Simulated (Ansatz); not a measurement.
We consider chalcopyrite CdGeAs₂, described by r²SCAN+rVV10 (plane waves, PAW; Ansatz, a first-principles code).

Run with plane-wave cutoff 560 eV, 8×8×8 k mesh, Fermi–Dirac smearing 0.01 eV, scalar-relativistic PAW data made under PBE.

Computed points:

| V (Å³/atom) | E − E_lowest (meV/atom) | P (GPa) |
|---|---|---|
| 23.928 | 8.64 | 2.879 |
| 24.426 | 2.09 | 1.362 |
| 24.925 | 0.00 | 0.004 |
| 25.423 | 1.90 | -1.206 |
| 25.922 | 7.35 | -2.276 |

Problem. What bulk modulus B0 and pressure derivative B′ does a third-order Birch–Murnaghan fit give?

Solution. V0 = 24.927 Å³/atom, B0 = 63.9 GPa, B′ = 4.8 (fit to the energies at full precision).

Shape and atoms are relaxed at each volume.

Measured, for comparison: bulk modulus 69.9 GPa (temperature not stated, no zero-point or thermal correction; as tabulated in Toher et al. (2017), arXiv:1611.05714). Computed (rounded) less measured: bulk modulus -9 %.

Note: the bulk modulus comes from volumes at which shape and atoms were relaxed.
